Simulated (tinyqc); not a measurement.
Inside a calculation. Method: UKS/LDA (PW92) in the sto-3g basis, for NH, spin multiplicity 3. Computed by tinyqc, a small Python program that keeps every step (integrals from PySCF). Settings: charge = 0, multiplicity = 3, basis = sto-3g, energy threshold = 1e-08, iteration cap = 70, orthogonalisation = symmetric, start = highest core orbitals, DIIS depth = 0, method = UKS, functional = lda,pw, grid = [20, 50]. Command: `OMP_NUM_THREADS=1 python tinyqc.py 26682 26683 out.jsonl` (the two numbers bound the seeds that draw the settings). One thread of a shared host (Intel(R) Xeon(R) Processor @ 2.60GHz), about 1 s of CPU time with the checks.

Geometry (angstrom):
```
atom         x         y         z
N     0.000000  0.000000  0.000000
H     0.000000  0.000000  1.508000
```

Stop when the energy changes by less than 1e-08 hartree and every element of the error matrix X^T (F D S - S D F) X (for each spin) is below 3e-05.

Course of the cycle:
```
iteration   E (hartree)     change  largest element of the error matrix
1          -20.54543083          -                             6.78e-02
2          -53.34544566  -3.28e+01                             1.96e-01
3          -53.31960525   2.58e-02                             2.69e-01
4          -53.41153529  -9.19e-02                             2.29e-01
5          -53.31286508   9.87e-02                             2.65e-01
6          -53.41050508  -9.76e-02                             2.29e-01
7          -53.31263270   9.79e-02                             2.65e-01
8          -53.41046260  -9.78e-02                             2.29e-01
9          -53.31261811   9.78e-02                             2.65e-01
10         -53.41045996  -9.78e-02                             2.29e-01
11         -53.31261722   9.78e-02                             2.65e-01
12         -53.41045980  -9.78e-02                             2.29e-01
13         -53.31261716   9.78e-02                             2.65e-01
14         -53.41045979  -9.78e-02                             2.29e-01
...                 ...        ...                                  ...
57         -53.50098705   5.82e-02                             2.99e-01
58         -53.55931274  -5.83e-02                             2.56e-01
59         -53.50104229   5.83e-02                             2.99e-01
60         -53.55935873  -5.83e-02                             2.56e-01
61         -53.50106827   5.83e-02                             2.99e-01
62         -53.55938036  -5.83e-02                             2.56e-01
63         -53.50108049   5.83e-02                             2.99e-01
64         -53.55939052  -5.83e-02                             2.56e-01
65         -53.50108623   5.83e-02                             2.99e-01
66         -53.55939530  -5.83e-02                             2.57e-01
67         -53.50108892   5.83e-02                             2.99e-01
68         -53.55939755  -5.83e-02                             2.57e-01
69         -53.50109019   5.83e-02                             2.99e-01
70         -53.55939860  -5.83e-02                             2.57e-01
```

Can the last value be used, and what does the course show?

Not by the stop rule. Not converged within the cap of 70 iterations: the residual has stopped falling: the iteration swings between two states. Reruns (cap 100 unless said): DIIS 8: converged in 23; damping 0.5: converged in 33; level shift 0.5: converged in 27; atomic densities as start, DIIS 8: converged in 8; the original settings with a cap of 400: not converged. PySCF UKS in the same basis, fine grid, after a stability check = -53.95336635 hartree, which differs from a converged run on this coarse grid by the grid error.
